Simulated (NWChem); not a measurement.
**triplet C5H10: levels of theory compared**

Wanted: a comparison of 3 runs (UB3LYP/def2-SVP, UBHLYP/def2-SVP, UM06-2X/def2-SVP) of triplet C5H10. 

The results are computed with NWChem 7.3.0.

**1. The structure to begin with**

The species is C5H10 (15 atoms), meant as a triplet with charge 0. As SMILES of the parent species, `C=CC(C)C`. Geometry: relaxed at PBE0-D4/def2-TZVP. This is one conformer, not always the lowest. That shape belongs to the parent species and isn't relaxed for this state.

Bond lengths: C1–C2 1.326 Å, C2–C3 1.499 Å, C3–C4 1.528 Å, C3–C5 1.518 Å, C1–H6 1.084 Å, C1–H7 1.084 Å, C2–H8 1.089 Å, C3–H9 1.100 Å, C4–H10 1.093 Å, C4–H11 1.093 Å, C4–H12 1.094 Å, C5–H13 1.092 Å, C5–H14 1.094 Å, C5–H15 1.092 Å. Some angles: C1–C2–C3 127.0°, C2–C3–C4 109.9°, C2–C3–C5 113.9°, C4–C3–C5 111.1°, C1–C2–H8 118.4°, C3–C2–H8 114.6°, C2–C1–H6 121.1°, C2–C1–H7 122.2°, C2–C3–H9 106.5°, C4–C3–H9 107.0°.

**2. A single-point energy at UB3LYP/def2-SVP (run 1)**

The input, run.xyz:

```xyz
15

C     -1.650600     0.611500     1.131300
C     -0.550400    -0.127700     1.102700
C      0.571800    -0.035700     0.113600
C      0.789600    -1.393500    -0.552500
C      0.391400     1.059600    -0.922200
H     -2.409300     0.455700     1.889300
H     -1.838800     1.396700     0.407500
H     -0.426900    -0.902500     1.858500
H      1.480200     0.189200     0.691400
H      0.944200    -2.181400     0.188800
H      1.663700    -1.370700    -1.208000
H     -0.080500    -1.667700    -1.155400
H      0.280400     2.041400    -0.456600
H     -0.494200     0.875200    -1.537200
H      1.255500     1.099700    -1.589100
```

The input, run.py:

```python
from ase.io import read
from ase.calculators.nwchem import NWChem

molecule = read('run.xyz')

calc = NWChem(
    label='run',
    theory='dft',
    memory='2200 mb',
    basis='def2-SVP',
    basispar='spherical bse',
    dft={'xc': 'b3lyp', 'mult': '3', 'grid': 'fine', 'convergence': 'energy 1e-08', 'iterations': '100', 'mulliken': None},
    task='energy',
)
molecule.calc = calc

print(f"energy = {molecule.get_potential_energy():.6f} eV")
```

Launch:

```console
$ export ASE_NWCHEM_COMMAND="nwchem PREFIX.nwi > PREFIX.nwo"
$ python run.py
```

The program printed:

```text
energy = -5339.523632 eV
```

The calculator wrote run.nwi:

```
title "run"

permanent_dir run

scratch_dir run

start run

geometry units angstrom nocenter noautosym noautoz
  C  -1.6506000000000001e+00 6.1150000000000004e-01 1.1313000000000000e+00
  C  -5.5040000000000000e-01 -1.2770000000000001e-01 1.1027000000000000e+00
  C  5.7179999999999997e-01 -3.5700000000000003e-02 1.1360000000000001e-01
  C  7.8959999999999997e-01 -1.3935000000000000e+00 -5.5249999999999999e-01
  C  3.9140000000000003e-01 1.0596000000000001e+00 -9.2220000000000002e-01
  H  -2.4093000000000000e+00 4.5569999999999999e-01 1.8893000000000000e+00
  H  -1.8388000000000000e+00 1.3967000000000001e+00 4.0749999999999997e-01
  H  -4.2690000000000000e-01 -9.0249999999999997e-01 1.8585000000000000e+00
  H  1.4802000000000000e+00 1.8920000000000001e-01 6.9140000000000001e-01
  H  9.4420000000000004e-01 -2.1814000000000000e+00 1.8880000000000000e-01
  H  1.6637000000000000e+00 -1.3707000000000000e+00 -1.2080000000000000e+00
  H  -8.0500000000000002e-02 -1.6677000000000000e+00 -1.1554000000000000e+00
  H  2.8039999999999998e-01 2.0413999999999999e+00 -4.5660000000000001e-01
  H  -4.9419999999999997e-01 8.7519999999999998e-01 -1.5371999999999999e+00
  H  1.2555000000000001e+00 1.0996999999999999e+00 -1.5891000000000000e+00
end

memory 2200 mb

basis spherical bse noprint
   * library def2-SVP
end

dft
  xc b3lyp
  mult 3
  grid fine
  convergence energy 1e-08
  iterations 100
  mulliken
end

task dft energy
```

run.nwo:

```text
Northwest Computational Chemistry Package (NWChem) 7.3.0
             --------------------------------------------------------

           Job information
           ---------------

    nwchem branch   = 7.3.0
    use scalapack   = T
    input           = run.nwi
    prefix          = run.
    data base       = run/run.db
    status          = startup
    nproc           =        1

           Memory information
           ------------------

    heap     =     72089596 doubles =      550.0 Mbytes
    stack    =     72089601 doubles =      550.0 Mbytes
    global   =    144179200 doubles =     1100.0 Mbytes (distinct from heap & stack)
    total    =    288358397 doubles =     2200.0 Mbytes
    verify   = yes
    hardfail = no

           Directory information
           ---------------------

  0 permanent = run
  0 scratch   = run

                                NWChem Input Module
                                -------------------

                                        run
                                        ---

[... 24 lines left out ...]
            Nuclear Dipole moment (a.u.)
[... 78 lines left out ...]
  convergence criterion.
[... 16 lines left out ...]
          Convergence on density requested:  1.00D-05
[... 22 lines left out ...]
          Spatial weights used:  Erf1
[... 3 lines left out ...]
          Convergence aids based upon iterative change in
[... 113 lines left out ...]
         Total DFT energy =     -196.223875825215
[... 1 line left out ...]
           Coulomb energy =      270.828013892588
[... 1 line left out ...]
 Nuclear repulsion energy =      177.632690026607
[... 851 lines left out ...]
                     DFT Final Beta Molecular Orbital Analysis
[... 940 lines left out ...]
   alpha    111    112    113    114    115    116    117    118    119    120
    beta    111    112    113    114    115    116    117    118    119    120
 overlap   0.995  0.999  0.984  0.941  0.947  0.998  0.999  0.998  0.999  1.000

     --------------------------
     Expectation value of S2:
     --------------------------
      <S2> =      2.0063 (Exact =     2.0000)

 center of mass
 --------------
 x =  -0.13486129 y =   0.03520393 z =   0.25771008

 moments of inertia (a.u.)
 ------------------
         423.349174047686          90.626684236252         164.386811274817
          90.626684236252         445.880852701488         -10.426802001807
         164.386811274817         -10.426802001807         452.232160087696

     Multipole analysis of the density
     ---------------------------------

     L   x y z        total         alpha         beta         nuclear
     -   - - -        -----         -----         ----         -------
     0   0 0 0     -0.000000    -21.000000    -19.000000     40.000000

     1   1 0 0      0.074733      4.148543      0.300717     -4.374527
[... 8 lines of this table left out ...]
     2   0 0 2    -25.058719    -85.125043    -74.136194    134.202518

 Task  times  cpu:       78.5s     wall:       78.5s
 Total times  cpu:       78.5s     wall:       78.5s
```

Run time: 80 s. Hardware: 1 thread of Intel Xeon Platinum 8259CL at 2.50GHz (Skylake/Cascade Lake), shared host; peak memory 0.12 GiB.

**3. The energy at UBHLYP/def2-SVP (run 2)**

The input, run.nw:

```
start run
memory 2200 mb

geometry units angstroms noautosym nocenter noautoz
C    -1.650600    0.611500    1.131300
C    -0.550400   -0.127700    1.102700
C     0.571800   -0.035700    0.113600
C     0.789600   -1.393500   -0.552500
C     0.391400    1.059600   -0.922200
H    -2.409300    0.455700    1.889300
H    -1.838800    1.396700    0.407500
H    -0.426900   -0.902500    1.858500
H     1.480200    0.189200    0.691400
H     0.944200   -2.181400    0.188800
H     1.663700   -1.370700   -1.208000
H    -0.080500   -1.667700   -1.155400
H     0.280400    2.041400   -0.456600
H    -0.494200    0.875200   -1.537200
H     1.255500    1.099700   -1.589100
end

basis spherical bse
C library def2-SVP
H library def2-SVP
end

dft
xc bhlyp
mult 3
grid fine
convergence energy 1e-08
maxiter 100
mulliken
end

task dft energy
```

Launch:

```console
$ nwchem run.nw > run.out
```

The program printed:

```text
[...]
          Wavefunction type:  spin polarized.
          No. of atoms     :    15
          No. of electrons :    40
[...]
          Charge           :     0
          Spin multiplicity:     3
[...]
          AO basis - number of functions:   120
[...]
              XC Information
              --------------
                        BHLYP Method XC Functional
                     Hartree-Fock (Exact) Exchange  0.500
                        Slater Exchange Functional  0.500 local
                    Becke 1988 Exchange Functional  0.500 non-local
              Lee-Yang-Parr Correlation Functional  1.000
[...]
 d= 0,ls=0.0,diis     1   -196.0321072698 -3.74D+02  3.85D-03  7.15D-02     8.2
[...]
 d= 0,ls=0.0,diis    11   -196.0969381723 -1.70D-09  3.17D-07  1.17D-10    85.9
[...]
         Total DFT energy =     -196.096938172280
      One electron energy =     -613.701682103166
           Coulomb energy =      270.769418392007
    Exchange-Corr. energy =      -30.797364487727
 Nuclear repulsion energy =      177.632690026607
[...]
      Total Density - Mulliken Population Analysis
     ---------------------------------------------
    Atom       Charge   Shell Charges
 -----------   ------   -------------------------------------------------------
    1 C    6     6.05   1.99  0.89  0.25  2.07  0.81  0.03
    2 C    6     6.10   1.99  0.90  0.27  2.10  0.80  0.04
    3 C    6     6.09   1.99  0.91  0.17  2.11  0.87  0.05
    4 C    6     5.98   1.99  0.89  0.13  2.10  0.85  0.03
    5 C    6     5.99   1.99  0.89  0.11  2.11  0.86  0.03
    6 H    1     0.96   0.74  0.19  0.03
    7 H    1     0.96   0.74  0.19  0.03
    8 H    1     0.99   0.75  0.21  0.03
    9 H    1     0.98   0.76  0.20  0.02
   10 H    1     0.98   0.75  0.21  0.02
[...]
      <S2> =      2.0087 (Exact =     2.0000)
[...]
```

Run time: 87 s. Hardware: 1 thread of Intel Xeon Platinum 8259CL at 2.50GHz (Skylake/Cascade Lake), shared host; peak memory 0.12 GiB.

**4. The energy at UM06-2X/def2-SVP (run 3)**

The input, input.xyz:

```xyz
15

C     -1.650600     0.611500     1.131300
C     -0.550400    -0.127700     1.102700
C      0.571800    -0.035700     0.113600
C      0.789600    -1.393500    -0.552500
C      0.391400     1.059600    -0.922200
H     -2.409300     0.455700     1.889300
H     -1.838800     1.396700     0.407500
H     -0.426900    -0.902500     1.858500
H      1.480200     0.189200     0.691400
H      0.944200    -2.181400     0.188800
H      1.663700    -1.370700    -1.208000
H     -0.080500    -1.667700    -1.155400
H      0.280400     2.041400    -0.456600
H     -0.494200     0.875200    -1.537200
H      1.255500     1.099700    -1.589100
```

The input, input.nw:

```
start input
memory 2200 mb
charge 0
geometry units angstrom noautosym nocenter noautoz
  load format xyz input.xyz
end
basis spherical bse
  C library def2-SVP
  H library def2-SVP
end
dft
  xc m06-2x
  mult 3
  grid fine
  convergence energy 1e-08
  iterations 100
  mulliken
  noprint "final vectors analysis"
end
task dft
```

Launch:

```console
$ nwchem input.nw > input.out
```

The program printed:

```text
[...]
          Wavefunction type:  spin polarized.
          No. of atoms     :    15
          No. of electrons :    40
[...]
          Charge           :     0
          Spin multiplicity:     3
[...]
          AO basis - number of functions:   120
[...]
              XC Information
              --------------
                       M06-2X Method XC Functional
                     Hartree-Fock (Exact) Exchange  0.540
                        M06-2X Exchange Functional  1.000
                      M06-2X Correlation Potential  1.000
[...]
 d= 0,ls=0.0,diis     1   -196.0463852766 -3.74D+02  3.63D-03  5.71D-02    10.5
[...]
 d= 0,ls=0.0,diis    11   -196.1016798363 -3.67D-09  5.13D-07  2.02D-10   117.1
[...]
         Total DFT energy =     -196.101679836268
      One electron energy =     -613.625660283247
           Coulomb energy =      270.660923507254
    Exchange-Corr. energy =      -30.769633086882
 Nuclear repulsion energy =      177.632690026607
[...]
      Total Density - Mulliken Population Analysis
     ---------------------------------------------
    Atom       Charge   Shell Charges
 -----------   ------   -------------------------------------------------------
    1 C    6     6.08   1.99  0.87  0.28  2.08  0.83  0.03
    2 C    6     6.10   1.99  0.89  0.28  2.09  0.82  0.04
    3 C    6     6.13   1.99  0.89  0.19  2.11  0.91  0.04
    4 C    6     6.03   1.99  0.88  0.16  2.10  0.88  0.03
    5 C    6     6.04   1.99  0.88  0.14  2.12  0.89  0.03
    6 H    1     0.95   0.74  0.18  0.02
    7 H    1     0.95   0.74  0.19  0.02
    8 H    1     0.98   0.75  0.20  0.02
    9 H    1     0.96   0.75  0.19  0.02
   10 H    1     0.96   0.75  0.20  0.02
[...]
      <S2> =      2.0086 (Exact =     2.0000)
[...]
```

Run time: 2 min. Hardware: 1 thread of Intel Xeon Platinum 8259CL at 2.50GHz (Skylake/Cascade Lake), shared host; peak memory 0.12 GiB.

**5. The series**

| run | level | energy (Eh) | dipole moment (D) | HOMO energy (eV) | ⟨S²⟩ | wall time |
| --- | --- | --- | --- | --- | --- | --- |
| 1 | UB3LYP/def2-SVP | -196.223876 | 0.20 | -2.54 | 2.006 | 80 s |
| 2 | UBHLYP/def2-SVP | -196.096938 | 0.16 | -3.95 | 2.009 | 87 s |
| 3 | UM06-2X/def2-SVP | -196.101680 | 0.17 | – | 2.009 | 2 min |

**6. What came out**

```
            quantity          value
 run 3: total energy  -196.10168 Eh
run 3: dipole moment         0.17 D
         run 3: ⟨S²⟩          2.009
```

What this shows: The dipole moment (its size) runs from 0.16 D (UBHLYP/def2-SVP) to 0.20 D (UB3LYP/def2-SVP). Totals of different functionals can't be ranked against each other. All runs together took 4.7 min, the longest 2 min.
